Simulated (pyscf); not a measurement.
HF (SMILES F) + F–C•=C(F)–F (SMILES F[C]=C(F)F) → F–C(F)=C(F)–F (SMILES FC(F)=C(F)F) + H• (SMILES [H]) (atom transfer; doublet surface; F–H broken, C–F formed). Optimised with ωB97X-D3(BJ)/def2-SVP in PySCF. Energies in kJ/mol from the separated reactants.

```json
[
 {"level": "PBE/def2-TZVP", "barrier": "[?]", "reaction energy": "[?]"},
 {"level": "r²SCAN/def2-TZVP", "barrier": "174.0", "reaction energy": "+44.0"},
 {"level": "PBE0-D3(BJ)/def2-TZVP", "barrier": "[?]", "reaction energy": "+32.9"},
 {"level": "M06-2X/def2-TZVP", "barrier": "212.5", "reaction energy": "+36.2"},
 {"level": "ωB97M-D3(BJ)/def2-TZVP", "barrier": "203.5", "reaction energy": "+34.5"},
 {"level": "HF/def2-TZVP", "barrier": "308.9", "reaction energy": "+57.1"}
]
```

**Question.** Fill in the missing entries.

**Answer.** 
- PBE/def2-TZVP, barrier: 154.0
- PBE/def2-TZVP, reaction energy: +32.0
- PBE0-D3(BJ)/def2-TZVP, barrier: 189.8

The functionals in the table span 58.5 kJ/mol in this barrier, from PBE to M06-2X. This is the saddle that the search found; another between the same sides may lie lower. The angle at the transferred F is 177°.
